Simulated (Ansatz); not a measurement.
in.yaml

```yaml
crystal:
  periodic: [false, false, false]
  atoms:
    - {symbol: C, position_ang: [0.000000, 0.000000, 0.000000]}
    - {symbol: Ga, position_ang: [0.000000, 0.000000, 1.887000]}
basis:
  gaussian: {orbitals: aug-cc-pVDZ}
total_charge: -1
magnetization: {spin_polarized: true, initial_magnetization: 2}
hamiltonian: {xc: {name: PBE}}
output: {orbitals: {seedname: orbitals}}
```

```sh
$ ansatz run in.yaml --threads 1 --pin off --events-out ev --progress --plain --max-ram 2393MiB
```

Log:

```
652 factors; their error is unknown
mean field evaluation 1: about -53400.4807 eV, gradient 9.5e0 eV
mean field evaluation 2: about -53400.1268 eV, gradient 1.1e1 eV
mean field evaluation 4: about -53400.8386 eV, gradient 7.4e-1 eV
mean field evaluation 8: about -53400.8364 eV, gradient 1.9e-2 eV
mean field evaluation 16: about -53400.8365 eV, gradient 5.4e-5 eV
mean field evaluation 32: about -53400.6192 eV, gradient 6.2e-2 eV
mean field evaluation 64: about -53400.6392 eV, gradient 4.1e-1 eV
mean field evaluation 96: about -53400.8261 eV, gradient 8.1e-1 eV
mean field evaluation 128: about -53400.6192 eV, gradient 6.6e-4 eV
mean field -53400.83645965 eV, -1962.4445435050 hartree, gradient 4.7e-6 eV, S^2 2.033151; 12 other end points of the search recorded, 0 dependent functions left out
reference -53400.83650069 eV, -1962.4445450134 hartree; 20, 18 occupied and 39, 41 virtual orbitals, 652 factors
Total energy: -53400.83650069 eV, -1962.4445450134 hartree
```

Ran on 1 thread of Intel Xeon, shared host: 22 s wall, 0.17 GiB peak host memory.
